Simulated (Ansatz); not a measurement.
A nudged elastic band was laid between two geometries of CH₅SSi (8 atoms, charge 0, multiplicity 2).

Method: Ansatz 0.2.0, UKS BLYP-D4/6-31G.

* movable images: 5
* climbing image: yes
* spring: 5.0 eV/Å²
* optimiser: quadratic models (default)
* start path: through a guess of the saddle point
* force threshold: 0.03 eV/Å
* iteration limit: 60
* end points: relaxed

Initial state:

```xyz
8
Properties=species:S:1:pos:R:3
C -0.932 1.010 -0.305
S 0.723 0.815 0.660
Si 1.394 -1.237 -0.042
H -1.589 0.157 -0.096
H -0.721 1.091 -1.379
H -1.383 1.940 0.065
H 2.415 -1.661 1.003
H 0.186 -2.172 0.038
```

Final state:

```xyz
8
Properties=species:S:1:pos:R:3
C -0.968 0.988 -0.243
S 0.686 0.799 0.725
Si 0.984 -1.449 0.613
H -1.781 0.520 0.327
H -0.873 0.533 -1.237
H -1.139 2.068 -0.331
H 2.462 -1.637 0.922
H 0.722 -1.878 -0.831
```

(1) What changes between the two ends?

(2) What energy profile does the band end with?

(3) What is the geometry of the highest image?

(4) What are the harmonic wavenumbers there?

Results:

(1) No bond is made or broken. The height of Si3 over the plane of its neighbours goes from 0.64 to -0.64 Å. The two ends are copies of one structure, up to a mirror image or an exchange of like atoms. The height can change sign by an inversion or by a turn that exchanges like atoms.

(2) It converged. The highest image is number 3 of 0 to 6, 40.3 kJ/mol above the ends, which have the same energy within 2 meV. A vibrational analysis at the climbing image gives one clearly imaginary mode, 625i cm⁻¹: a first-order saddle point. Limits of this set-up: no polarisation functions.

| image | path coordinate (Å) | energy (kJ/mol) | height of Si3 over the plane of its neighbours (Å) |
| --- | --- | --- | --- |
| 0 | 0.00 | 0.0 | 0.64 |
| 1 | 0.48 | 2.0 | 0.62 |
| 2 | 0.96 | 10.6 | 0.49 |
| 3 | 1.43 | 40.3 | 0.00 |
| 4 | 2.21 | 7.4 | -0.59 |
| 5 | 2.99 | 1.6 | -0.63 |
| 6 | 3.77 | 0.0 | -0.64 |

(3) 
```xyz
8
Properties=species:S:1:pos:R:3:forces:R:3
C -0.912 1.056 -0.342 0.00 0.00 0.00
S 0.434 0.722 1.014 0.00 0.00 0.00
Si 1.178 -1.303 0.452 -0.01 0.00 0.01
H -1.651 0.246 -0.338 0.00 0.00 0.00
H -0.427 1.146 -1.322 0.00 0.00 0.00
H -1.382 2.004 -0.051 0.00 0.00 0.00
H 2.649 -1.499 0.252 0.00 0.00 0.00
H 0.202 -2.430 0.279 0.00 0.00 0.00
```

(4) 625i, 105, 132, 188, 448, 515, 583, 843, 950, 967, 1337, 1475, 1480, 2136, 2198, 3012, 3120, 3126 cm⁻¹.

Run time: 4.7 min on 1 thread of Intel(R) Xeon(R) Processor @ 2.70GHz, on a shared host, peak memory 0.12 GiB.
